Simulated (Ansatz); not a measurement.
The input, for Ansatz 0.2.0:

```yaml
crystal:
  periodic: [false, false, false]
  atoms:
    - {symbol: Ge, position_ang: [0.000000, 0.000000, 1.116883]}
    - {symbol: Ge, position_ang: [0.000000, 0.000000, -1.172282]}
    - {symbol: H, position_ang: [0.000000, 1.262069, 1.996235]}
    - {symbol: H, position_ang: [0.000000, -1.262069, 1.996235]}
basis:
  gaussian: {orbitals: cc-pVDZ}
total_charge: 1
magnetization: {spin_polarized: false, initial_magnetization: 1}
correlation: {method: mp2, electrons: outside_noble_gas}
accuracy: high
```

```sh
$ ansatz run in.yaml --threads 1 --pin off --events-out ev --progress --plain --max-ram 2393MiB
```

The program prints:

```
1323 factors; integrals over basis functions are off by at most 4.4e-9 eV
mean field evaluation 1: about -112967.7667 eV, gradient 1.1e1 eV
mean field evaluation 2: about -112967.7767 eV, gradient 1.1e1 eV
mean field evaluation 4: about -112968.7518 eV, gradient 1.4e0 eV
mean field evaluation 8: about -112968.7768 eV, gradient 5.2e-3 eV
mean field evaluation 16: about -112967.7915 eV, gradient 5.1e-2 eV
mean field evaluation 32: about -112968.6875 eV, gradient 1.0e0 eV
mean field -112968.77679146 eV, -4151.5259740990 hartree, gradient 4.2e-8 eV, S^2 0.750000; 8 other end points of the search recorded, 0 dependent functions left out
mean field evaluation 64: about -112968.8345 eV, gradient 3.8e-4 eV
mean field evaluation 96: about -112967.9566 eV, gradient 6.2e-1 eV
mean field evaluation 128: about -112968.3199 eV, gradient 5.9e0 eV
28 core orbitals not correlated: weight in the atoms' cores, before any rotation towards them, 0.999 or more for the frozen orbitals, at most 0.000 for the correlated occupied ones
reference -112968.77679146 eV, -4151.5259740990 hartree; 5, 4 occupied and 31, 32 virtual orbitals, 1323 factors
second order -3.51232375 eV of doubles, -0.03329938 eV of singles
Total energy: -112972.32241459 eV, -4151.6562733457 hartree
```

Ran on 1 thread of Arm Neoverse V2, shared host: 13 s wall, 0.24 GiB peak host memory.
